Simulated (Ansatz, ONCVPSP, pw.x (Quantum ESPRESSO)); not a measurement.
**What a changed setting does to a pw.x run (bcc Ru)**

Potential: optimised norm-conserving Vanderbilt (ONCV), ONCVPSP 4.0.1.1 (patched build), PBEsol; core [Ar] 3d10, reference 4s2 4p6 4d7 5s1; waves: 4s+5s: rc 1.80 bohr, ncon 4, nbas 8, qcut 7.6 1/bohr, 2 projectors; 4p: rc 1.75 bohr, ncon 3, nbas 8, qcut 7.9 1/bohr, 3 projectors, debl 3.1 Ha; 4d: rc 1.35 bohr, ncon 3, nbas 7, qcut 8.3 1/bohr, 2 projectors, debl 0.7 Ha; local part: polynomial inside 1.35 bohr (lpopt 5, dvloc0 3.5 Ha); core correction: none.

The reference run (k-mesh 15³, cutoffs 70/280 Ry, Fermi–Dirac 0.01 Ry, mixing_beta 0.4, conv_thr 1e-9, no spin) gives 1.23 GPa at 13.768 Å³/atom, where all-electron LAPW gives 0.38 GPa. This run, with its own iteration cap, changes degauss to 0.005.

```
&control
  calculation='scf', prefix='x', pseudo_dir='./', outdir='./tmp', tstress=.true., disk_io='none'
/
&system
  ibrav=0, nat=1, ntyp=1, ecutwfc=70, ecutrho=280, nbnd=16,
  occupations='smearing', smearing='fd', degauss=0.005
/
&electrons
  conv_thr=1e-09, mixing_beta=0.4, electron_maxstep=60
/
ATOMIC_SPECIES
Ru 1.0 Ru.UPF
CELL_PARAMETERS angstrom
  -1.50986096 1.50986096 1.50986096
  1.50986096 -1.50986096 1.50986096
  1.50986096 1.50986096 -1.50986096
ATOMIC_POSITIONS crystal
Ru 0.0000 0.0000 0.0000
K_POINTS automatic
15 15 15 0 0 0
```

```bash
pw.x < Ru.scf.in > Ru.scf.out
```

How does the run end?

It converges in 8 iterations; the free energy moves by +42.3 meV/atom and the pressure by -0.83 GPa. In a metal, with Fermi–Dirac smearing, F lies below its zero-width value by a term in the square of the width.

```
Message from routine setup:
     using ibrav=0 with symmetry is DISCOURAGED, use correct ibrav instead
     lattice parameter (alat)  =       4.9419  a.u.
     unit-cell volume          =      92.9111 (a.u.)^3
     number of electrons       =        16.00
     number of Kohn-Sham states=           16
     kinetic-energy cutoff     =      70.0000  Ry
     charge density cutoff     =     280.0000  Ry
     scf convergence threshold =      1.0E-09
     Exchange-correlation= PBESOL
     number of k points=   120  Fermi-Dirac smearing, width (Ry)=  0.0050
     iteration #  1     ecut=    70.00 Ry     beta= 0.40
     total energy              =    -191.02677234 Ry
     estimated scf accuracy    <       0.13116371 Ry
     iteration #  2     ecut=    70.00 Ry     beta= 0.40
     total energy              =    -191.04510472 Ry
     estimated scf accuracy    <       0.00409356 Ry
     iteration #  3     ecut=    70.00 Ry     beta= 0.40
     total energy              =    -191.04516562 Ry
     estimated scf accuracy    <       0.00082746 Ry
     [... 2 iterations left out ...]
     iteration #  6     ecut=    70.00 Ry     beta= 0.40
     total energy              =    -191.04521562 Ry
     estimated scf accuracy    <       0.00000004 Ry
     iteration #  7     ecut=    70.00 Ry     beta= 0.40
     total energy              =    -191.04521563 Ry
     estimated scf accuracy    <          1.1E-09 Ry
     iteration #  8     ecut=    70.00 Ry     beta= 0.40
     the Fermi energy is    23.1491 ev
!    total energy              =    -191.04521563 Ry
     estimated scf accuracy    <          6.2E-11 Ry
     smearing contrib. (-TS)   =      -0.00207903 Ry
     The total energy is F=E-TS. E is the sum of the following terms:
     one-electron contribution =     -37.42907425 Ry
     hartree contribution      =      29.67406022 Ry
     xc contribution           =     -20.02651730 Ry
     ewald contribution        =    -163.26160526 Ry
     convergence has been achieved in   8 iterations
          total   stress  (Ry/bohr**3)                   (kbar)     P=        4.05
     Message from routine punch:
     Nothing written, as per user request (disk_io='none')
```

The run took about 42 s on one core of a shared host (Neoverse-N1, 64 threads, 124 GiB, load 55).
